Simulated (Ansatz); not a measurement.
## How far each method lies from RCCSDT(Q) for AsH$_{4}$⁻, singlet

Geometry: a PBE0/def2-TZVPD stationary point for this spin, not checked as a minimum.

```yaml
atoms:
  - { symbol: As, position_ang: [0.0320, 0.0000, 0.0000] }
  - { symbol: H, position_ang: [-0.2144, 0.0000, 1.8300] }
  - { symbol: H, position_ang: [-0.9738, -1.1394, 0.0000] }
  - { symbol: H, position_ang: [-0.9738, 1.1394, 0.0000] }
  - { symbol: H, position_ang: [-0.2144, 0.0000, -1.8300] }
```

Basis aug-cc-pVDZ; Ansatz 0.2.0. Correlated methods freeze the noble-gas cores and the filled d shells of p-block atoms, which leaves 10 electrons in 58 orbitals. Prefix R: restricted or restricted open-shell reference. Active spaces: valence = (10e, 8o) chosen from the atoms' valence shells. No spin–orbit coupling is included, and no scalar relativity.

Full CI isn't at hand for all of this; RCCSDT(Q) serves as the reference, and is uncertain by about the last step of the cluster series.

```
UHF ⟨S²⟩                          : 0.000
T1 diagnostic (RCCSD)             : 0.0181
largest doubles amplitude (RCCSD) : 0.088
```

```tsv
level	E − E(RCCSDT(Q)) (kJ/mol)	share of correlation (%)	wall time
RHF	559.6	0.00	–
RMP2	112.6	79.89	–
CISD	63.0	88.75	2.5 s
RCCSD	20.8	96.28	–
RCCSD(T)	3.5	99.38	4.9 s
BCCD(T)	3.5	99.38	2 s
RCCSDT	0.8	99.85	–
CASSCF (valence space)	428.0	23.52	–
NEVPT2 (valence space)	110.8	80.21	6 s
MRCISD (valence space)	36.3	93.52	–
MRCISD+Q (valence space)	2.2	99.62	8 s
```

The correlation energy at RCCSDT(Q), counted from RHF, is -5.800 eV. That run took 29 s on 1 thread of Arm Neoverse V1, shared host.

Times hold each run's SCF and search for its determinant on a shared host, so for small cases they say little of a method's own cost; they ran on 1 thread of Arm Neoverse V1. Some runs computed forces too.

Natural occupations of CASSCF (valence space) about the gap: 1.996 1.990 1.979 1.972 1.966 0.040 0.030 0.027; effectively unpaired electrons, Σ n²(2−n)², 0.02.
